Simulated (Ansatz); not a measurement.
C2HF3O (`FC1OC1(F)F`). Total charge 0; spin multiplicity 1. All single points use the PBE0-D4/def2-TZVP geometry.

```xyz
7

F     0.332   -1.758    0.278
C    -0.196   -0.550    0.477
O     0.743    0.484    0.752
C     0.093    0.522   -0.448
F     0.826    0.332   -1.532
F    -0.724    1.549   -0.644
H    -1.074   -0.579    1.117
```

Q: What is the dipole moment at r2SCAN/def2-TZVPP? (An estimate is asked.)

A: Computed: 1.72 D, with components (-1.52, -0.42, 0.69) D in this frame, pointing from negative to positive charge.

Q: And with PBE, B3LYP, ωB97M-V? (Best estimate.)

A: Ansatz gave: PBE 1.65 D, B3LYP 1.81 D, ωB97M-V 1.82 D.

Q: Give the Mulliken charges with r2SCAN, PBE, ωB97M-V in def2-TZVPP. (An estimate is asked.)

A: The calculation gave: 
```
atom  r2SCAN    PBE  ωB97M-V
  F1   -0.18  -0.14    -0.17
  C2    0.22   0.13     0.18
  O3   -0.26  -0.20    -0.26
  C4    0.47   0.36     0.44
  F5   -0.16  -0.12    -0.15
  F6   -0.17  -0.13    -0.16
  H7    0.09   0.10     0.12
```

B3LYP here is the variant with VWN-RPA as its local correlation; programs differ in this.
